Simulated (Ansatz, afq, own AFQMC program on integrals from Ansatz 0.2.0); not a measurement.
Where AFQMC and coupled cluster stand for AlNH⁺, triplet

```yaml
atoms:
  - { symbol: Al, position_ang: [0.0000, 0.0000, 0.0508] }
  - { symbol: N, position_ang: [0.0000, 0.0000, -1.6818] }
  - { symbol: H, position_ang: [0.0000, 0.0000, 1.6309] }
```

Connectivity, by distances: AlH–N.

Basis cc-pVTZ. Only valence electrons are correlated. Ansatz 0.2.0 and our own AFQMC program on the same integrals; the CISD trial comes from CCSD amplitudes, and released means the phaseless constraint is let go. Uncertainties: one standard error, sampling alone.

Determinant: ROHF, the one that the program's search chose, which needn't be the lowest solution. The geometry is a PBE0/def2-TZVP stationary point of this or a neighbouring charge and spin state.

No full CI on the walks' own integrals is used here; CCSDT(Q) serves as the reference and is uncertain by about the last step of the cluster series.

Cautions: lower spins were not checked.

* T1 diagnostic: 0.0208
* weight of the determinant in the CISD state: 0.913
* size of the correlated space: 8 electrons in 72 orbitals

Reference: CCSDT(Q), correlation energy -5.811 eV. The released energy is read at 1.50 1/Eh (meV from the phaseless value at times in 1/Eh: -3 ± 5 at 0.24, -5 ± 4 at 0.50, -8 ± 4 at 1.00, -8 ± 3 at 1.50).

```json
{"level": "HF", "E − E(reference) (kcal/mol)": "134.01", "share of correlation (%)": "0.00"}
{"level": "MP2", "E − E(reference) (kcal/mol)": "20.87", "share of correlation (%)": "84.42"}
{"level": "CCSD", "E − E(reference) (kcal/mol)": "4.62", "share of correlation (%)": "96.55"}
{"level": "CCSD(T)", "E − E(reference) (kcal/mol)": "0.74", "share of correlation (%)": "99.45"}
{"level": "CCSDT", "E − E(reference) (kcal/mol)": "0.16", "share of correlation (%)": "99.88"}
{"level": "ph-AFQMC/CISD", "E − E(reference) (kcal/mol)": "0.31 ± 0.10", "share of correlation (%)": "99.77"}
{"level": "released AFQMC", "E − E(reference) (kcal/mol)": "0.12 ± 0.07", "share of correlation (%)": "99.91"}
```

A walk keeps the symmetry of its determinant, which the program's search chose and which needn't be the lowest solution, so a lower state of the same spin and another symmetry isn't excluded. Released energies are given only where the last usable release times agree within the noise; a slower fall can still hide under it.
